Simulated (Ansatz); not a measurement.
The input, for Ansatz 0.2.0:

```yaml
crystal:
  periodic: [false, false, false]
  atoms:
    - {symbol: C, position_ang: [0.000000, -0.125415, 2.529570]}
    - {symbol: Ga, position_ang: [0.000000, -0.522813, -3.953261]}
    - {symbol: H, position_ang: [0.000000, 0.825234, 3.062375]}
    - {symbol: H, position_ang: [0.000000, -0.993542, 3.183443]}
    - {symbol: H, position_ang: [0.000000, 0.816536, -4.822129]}
basis:
  gaussian: {orbitals: def2-SVP}
magnetization: {spin_polarized: false, initial_magnetization: 2}
correlation: {method: fic_mrcisd_q, electrons: valence, active_space: {window: {electrons: 4, orbitals: 4}, places: [1, 2]}}
```

```sh
$ ansatz run in.yaml --threads 1 --pin off --events-out ev --progress --plain --max-ram 2393MiB
```

(1) What does the program do with this input?

Results:

(1) Refused. The input was made wrong on purpose (two definitions of the active space), so the run isn't a sound calculation of what was asked.
```
Error: invalid value for `correlation.active_space`: name one of window, places and ras
```
